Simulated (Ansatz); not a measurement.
in.yaml

```yaml
crystal:
  periodic: [false, false, false]
  atoms:
    - {symbol: N, position_ang: [0.000000, -0.117899, 1.017231]}
    - {symbol: P, position_ang: [0.000000, 0.031932, -0.514503]}
    - {symbol: H, position_ang: [0.000000, 0.657116, 1.674759]}
basis:
  gaussian: {orbitals: 6-31G}
total_charge: 1
magnetization: {spin_polarized: false, initial_magnetization: 2}
correlation: {method: ccsdtq, electrons: outside_noble_gas}
```

```sh
$ ansatz run in.yaml --threads 2 --pin off --events-out ev --progress --plain --max-ram 16896MiB --backend cuda --devices 0, --max-vram 18GiB
```

Question: Roughly how long does this take on 2 threads of AMD EPYC 7R13 with a shared H100 80 GB, shared host, and how much host memory?

Answer: 41 s wall and 0.9 GiB.

```
514 factors; integrals over basis functions are off by at most 4.4e-8 eV
mean field evaluation 1: about -10747.4426 eV, gradient 4.7e1 eV
mean field evaluation 2: about -10747.4482 eV, gradient 4.7e1 eV
mean field evaluation 4: about -10754.9463 eV, gradient 4.6e0 eV
mean field evaluation 8: about -10755.7524 eV, gradient 4.3e-1 eV
mean field evaluation 16: about -10744.3282 eV, gradient 5.9e1 eV
mean field evaluation 32: about -10755.7547 eV, gradient 1.3e-5 eV
mean field evaluation 64: about -10755.6014 eV, gradient 1.4e0 eV
mean field evaluation 96: about -10755.0863 eV, gradient 2.9e-2 eV
mean field evaluation 128: about -10755.0724 eV, gradient 1.4e-2 eV
mean field evaluation 160: about -10755.0725 eV, gradient 7.3e-3 eV
...
cycle  21  -4.31810254 eV  change   -9.1e-6 eV  update   2.3e-5
cycle  22  -4.31812391 eV  change   -2.1e-5 eV  update   1.5e-5
cycle  23  -4.31813579 eV  change   -1.2e-5 eV  update   1.1e-5
cycle  24  -4.31816994 eV  change   -3.4e-5 eV  update   7.2e-6
cycle  25  -4.31818993 eV  change   -2.0e-5 eV  update   3.9e-6
cycle  26  -4.31819320 eV  change   -3.3e-6 eV  update   2.2e-6
cycle  27  -4.31819391 eV  change   -7.0e-7 eV  update   1.4e-6
cycle  28  -4.31819430 eV  change   -3.9e-7 eV  update   9.6e-7
cycle  29  -4.31819208 eV  change    2.2e-6 eV  update   6.8e-7
cycle  30  -4.31819124 eV  change    8.4e-7 eV  update   4.7e-7
Total energy: -10760.07289454 eV, -395.4253854349 hartree
```

For the same geometry and basis full CI lies 1.8 meV lower.
